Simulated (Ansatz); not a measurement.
A structure relaxed at B3LYP-D4/def2-TZVP in Ansatz, charge 0, singlet:

```xyz
3

Si    0.000    0.000    0.000
S     1.716    0.674    0.554
S    -1.716   -0.674   -0.554
```

(1) Give its formula and point group.

(2) Summarise the bond lengths by kind (pairs closer than 1.2 times the sum of covalent radii, bridged metal pairs left out).

## Answers

(1) SiS₂ (the lowest singlet isomer of a short search). Point group D∞h (tolerance 0.1 Å).

(2) 2 × S–Si 1.93 Å.

The structure comes from a short search, and lower isomers may exist.
